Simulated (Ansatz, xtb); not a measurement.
**Relaxing a trial structure of CH3MgN**

The starting geometry of this gas-phase singlet was built from a drawn formula by distance geometry and a force field; its bonds are those of `[CH][Mg][NH2]`.

```yaml
atoms:
  - { symbol: C, position_ang: [0.4110, 1.4085, -0.1266] }
  - { symbol: Mg, position_ang: [-0.8491, 0.4030, 1.3219] }
  - { symbol: N, position_ang: [-2.0948, -0.6273, 2.6790] }
  - { symbol: H, position_ang: [-0.1941, 1.9085, -0.8786] }
  - { symbol: H, position_ang: [-2.7021, -1.2635, 2.1186] }
  - { symbol: H, position_ang: [-2.7079, 0.1077, 3.0908] }
```

Predict what it relaxes into with r2SCAN-D4/def2-SVP.

It keeps its bonds, and is `[CH][Mg][NH2]`.

The energy falls by 0.47 eV over 9 steps:

| step | E − E(last) (eV) |
| --- | --- |
| 1 | 0.474 |
| 2 | 0.229 |
| 3 | 0.138 |
| 4 | 0.058 |
| 5 | 0.040 |
| 6 | 0.006 |
| 7 | 0.001 |
| 8 | 0.000 |
| 9 | 0.000 |

Final geometry (Å):

```xyz
6

C     0.1038    1.1168   -0.4097
Mg   -1.1741    0.5082    1.1567
N    -2.2323   -0.4253    2.4293
H     0.3186    2.1831   -0.6512
H    -2.3488   -1.4337    2.5157
H    -2.8040   -0.0123    3.1644
```

From the same start GFN2-xTB ends elsewhere, differing in C1–N3 (1.39 against 3.99 Å here), Mg2–N3 (2.90 against 1.90 Å here).

The end wasn't checked by frequencies. Run with Ansatz 0.2.0, 9.6 s on 2 threads of Arm Neoverse V2, with other jobs on the host.
